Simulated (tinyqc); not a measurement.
Worked calculation: UKS/PBE in the sto-3g basis, for NH, spin multiplicity 3. Computed by tinyqc, a small Python program that keeps every step (integrals from PySCF). Settings: charge = 0, multiplicity = 3, basis = sto-3g, energy threshold = 1e-09, iteration cap = 59, orthogonalisation = symmetric, start = core, DIIS depth = 3, method = UKS, functional = pbe,pbe, grid = [10, 86]. Command: `OMP_NUM_THREADS=1 python tinyqc.py 30476 30477 out.jsonl` (the two numbers bound the seeds that draw the settings). One thread of a shared host (Intel(R) Xeon(R) Processor @ 2.60GHz), about 2 s of CPU time with the checks.

Geometry (angstrom):
```
atom        x        y        z
N     0.00000  0.00000  0.00000
H     0.00000  0.00000  1.61800
```

Stop when the energy changes by less than 1e-09 hartree and every element of the error matrix X^T (F D S - S D F) X (for each spin) is below 9e-06.

Course of the cycle:
```
iteration  E (hartree)     change  largest element of the error matrix
1          -53.7688028          -                             1.53e-01
2          -53.8610780  -9.23e-02                             2.55e-01
3          -54.3015953  -4.41e-01                             1.58e-01
4          -54.2110194   9.06e-02                             2.39e-01
5          -54.0820438   1.29e-01                             2.61e-01
6          -54.3434968  -2.61e-01                             6.83e-02
7          -54.3508316  -7.33e-03                             3.17e-02
8          -54.3527475  -1.92e-03                             6.73e-03
9          -54.3528496  -1.02e-04                             9.60e-04
10         -54.3528572  -7.58e-06                             4.52e-04
11         -54.3528588  -1.63e-06                             8.91e-05
12         -54.3528588  -2.92e-08                             9.05e-05
13         -54.3528588  -8.03e-09                             5.87e-05
14         -54.3528588  -8.55e-09                             7.04e-06
15         -54.3528588  -2.86e-10                             4.01e-06
```

Can the last value be used, and what does the course show?

Yes. Converged in 15 iterations. The coarse grid moves the energy by +3.44e-03 hartree. PySCF UKS in the same basis, fine grid, after a stability check = -54.3562977 hartree, which differs from a converged run on this coarse grid by the grid error.
